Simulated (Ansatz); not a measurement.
# Al2Si: the cost of one run

Program: Ansatz 0.2.0, Gaussian basis. Level of theory: cc-pVTZ, core rule «outside noble gas», up to 15 orbitals frozen. These are calculated values, not measurements.

The runs, in order: UHF; CCSD(T) on ROHF; CCSD(T) on UHF; BCCD(T) on ROHF; CCSDT(Q) on ROHF; CCSDT(Q) on UHF; CASSCF and MRCISD+Q, 10 electrons in 12 orbitals; CASSCF and NEVPT2, 10 electrons in 12 orbitals.

6 further runs of the same task are left out: 6 set aside as unsound or not needed.

**1. The geometry**

The geometry is a PBE0/def2-TZVP stationary point (not a proven minimum) of the parent state, kept for this charge and spin.

3 atoms, charge 0, spin multiplicity 5.

Atoms are counted from 1 here; the program's logs count them from 0.

Bond lengths: Al1–Si2 2.527 Å, Si2–Al3 2.527 Å. Angles: Al1–Si2–Al3 180.0°.

**2. UHF**

The input, in.yaml:

```yaml
crystal:
  periodic: [false, false, false]
  atoms:
    - {symbol: Al, position_ang: [0.000000, 0.000000, 2.527200]}
    - {symbol: Si, position_ang: [0.000000, 0.000000, 0.000000]}
    - {symbol: Al, position_ang: [0.000000, 0.000000, -2.527200]}
basis:
  gaussian: {orbitals: cc-pVTZ}
magnetization: {spin_polarized: true, initial_magnetization: 4}
hamiltonian: {xc: hf}
output: {orbitals: {seedname: orbitals}}
```

On the command line:

```
$ ansatz run in.yaml --threads 1 --pin off --events-out ev --progress --plain --max-ram 2816MiB --backend cpu
```

Q: Estimate wall time and peak memory on 1 thread of AMD EPYC 7R13, shared host.

About 11 s, with a peak of 0.3 GiB.
